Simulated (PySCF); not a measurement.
# Cl2 (chlorine) at wB97M-V/aug-cc-pVDZ (nlc grid 1)

What is the vertical singlet–triplet gap of Cl2 (chlorine) at wB97M-V/aug-cc-pVDZ (nlc grid 1)? 

The calculation is run with PySCF 2.14.0.

### 1 The system as given

Cl2: 2 atoms, total charge 0, spin state singlet. As SMILES, `ClCl`. The coordinates come from a GFN2-xTB relaxation.

Bond lengths: Cl1–Cl2 2.016 Å.

### 2 The energy at wB97M-V/aug-cc-pVDZ (nlc grid 1)

File run.py:

```python
from pyscf import gto, dft

molecule = gto.M(
    atom='Cl 0.859850 -0.286310 0.440860; Cl -0.859850 0.286310 -0.440860',
    spin=0,
    charge=0,
    verbose=3,
    max_memory=1860,
    basis='aug-cc-pvdz',
)

calc0 = dft.RKS(molecule, xc='wb97m-v')
calc0.conv_tol = 1e-10
calc0.grids.level = 4
calc0.nlcgrids.level = 1
calc0.kernel()
if not calc0.converged:
    calc0 = calc0.newton().run(calc0.mo_coeff, calc0.mo_occ)

etot = calc0.e_tot
print('Final energy', etot)
```

Run with:

```
$ OMP_NUM_THREADS=1 python run.py
```

What it wrote:

```text
converged SCF energy = -920.328975752224
Final energy -920.3289757522243
```

It took 12 s on 1 thread of Arm Neoverse V1, shared host; peak memory 0.27 GiB.

### 3 The triplet, same level

File mol.xyz:

```xyz
2

Cl     0.859850    -0.286310     0.440860
Cl    -0.859850     0.286310    -0.440860
```

File input.py:

```python
from pyscf import gto, dft

mol = gto.M(
    atom='mol.xyz',
    basis='aug-cc-pvdz',
    verbose=3,
    spin=2,
    max_memory=1860,
)

calc0 = dft.UKS(mol)
calc0.xc = 'wb97m-v'
calc0.grids.level = 4
calc0.conv_tol = 1e-10
calc0.nlcgrids.level = 1
calc0.kernel()
if not calc0.converged:
    calc0 = calc0.newton().run(calc0.mo_coeff, calc0.mo_occ)

etot = calc0.e_tot
print(f'total energy: {etot:.8f} hartree')
```

Run with:

```
$ OMP_NUM_THREADS=1 python input.py
```

What it wrote:

```text
WARN: HOMO -0.155262919854674 >= LUMO -0.351086932095628

converged SCF energy = -920.22071011733  <S^2> = 2.0055571  2S+1 = 3.0037025
total energy: -920.22071012 hartree
```

It took 16 s on 1 thread of Arm Neoverse V1, shared host; peak memory 0.28 GiB.

### 4 Results

Level: wB97M-V/aug-cc-pVDZ (nlc grid 1).

| quantity | value |
| --- | --- |
| singlet: total energy | -920.32898 Eh |
| singlet: dipole moment | 0.00 D |
| singlet: HOMO energy | -11.11 eV |
| singlet: LUMO energy | -1.29 eV |
| singlet: HOMO–LUMO gap | 9.82 eV |
| triplet: total energy | -920.22071 Eh |
| triplet: dipole moment | 0.00 D |
| triplet: HOMO energy (highest over α and β) | -8.17 eV |
| triplet: LUMO energy (lowest over α and β) | -4.14 eV |
| triplet: ⟨S²⟩ | 2.006 |
| vertical energy of the triplet above the singlet | 2.946 eV |

At this shape the triplet lies 2.95 eV (284 kJ/mol) above the singlet.
